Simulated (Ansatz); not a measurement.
Ansatz (a program for electronic structure) input:

Ansatz 0.2 input:
```yaml
crystal:
  periodic: [false, false, false]
  atoms:
    - {symbol: N, position_ang: [-1.17990933, -0.14325443, -0.00489813]}
    - {symbol: N, position_ang: [-0.09167394, 0.33877156, 0.01039406]}
    - {symbol: O, position_ang: [1.11263537, -0.17107749, -0.00480894]}
basis:
  gaussian:
    orbitals: def2-TZVPD
hamiltonian:
  xc: {name: PBE}
total_charge: -1
magnetization: {spin_polarized: true, initial_magnetization: 1}
output: {forces: true}
```

Problem. Which total energy does the run end on?

Solution. -184.56108 Eh (PBE/def2-TZVPD). The basis has 114 functions.
